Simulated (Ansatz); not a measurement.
Ansatz (a first-principles code) input (PBE0/def2-TZVPD):

Ansatz 0.2 input:
```yaml
crystal:
  periodic: [false, false, false]
  atoms:
    - {symbol: C, position_ang: [-0.01831353, -0.22571553, 1.21152738]}
    - {symbol: N, position_ang: [-0.01645639, 0.58055635, 0.00241189]}
    - {symbol: C, position_ang: [-0.04281511, -0.21633908, -1.21261938]}
    - {symbol: H, position_ang: [0.79457957, -0.96984525, 1.25371388]}
    - {symbol: H, position_ang: [0.06101238, 0.42028397, 2.08676885]}
    - {symbol: H, position_ang: [-0.96384423, -0.76890494, 1.28362309]}
    - {symbol: H, position_ang: [0.79201558, 1.18956731, -0.00340397]}
    - {symbol: H, position_ang: [0.76900106, -0.96005667, -1.27698220]}
    - {symbol: H, position_ang: [0.01885451, 0.43641726, -2.08426242]}
    - {symbol: H, position_ang: [-0.98965234, -0.75902850, -1.26978846]}
basis:
  gaussian:
    orbitals: def2-TZVPD
hamiltonian:
  xc: {name: PBE0}
magnetization: {spin_polarized: true, initial_magnetization: 2}
```

Output:

```
Functional definition: PBE0
integrals: 0.06 GiB planned
884 factors; their error is unknown
mean field: 0.88 GiB planned
mean field evaluation 1: about -3661.9731 eV, gradient 3.7e1 eV
mean field evaluation 2: about -3660.3559 eV, gradient 4.3e1 eV
mean field evaluation 4: about -3669.4332 eV, gradient 3.2e0 eV
mean field evaluation 8: about -3669.4807 eV, gradient 5.7e-2 eV
mean field evaluation 16: about -3669.4553 eV, gradient 7.5e-4 eV
mean field -3669.45529457 eV, -134.8499948294 hartree, gradient 2.6e-5 eV, S^2 2.004770; 4 other end points of the search recorded, 0 dependent functions left out
reference -3669.45533362 eV, -134.8499962645 hartree; 14, 12 occupied and 160, 162 virtual orbitals, 884 factors
Total energy: -3669.45533362 eV, -134.8499962645 hartree
```

This state (charge 0, triplet) is run at the relaxed geometry of the species with charge 0 and multiplicity 1, and is a spin state other than that species' own.
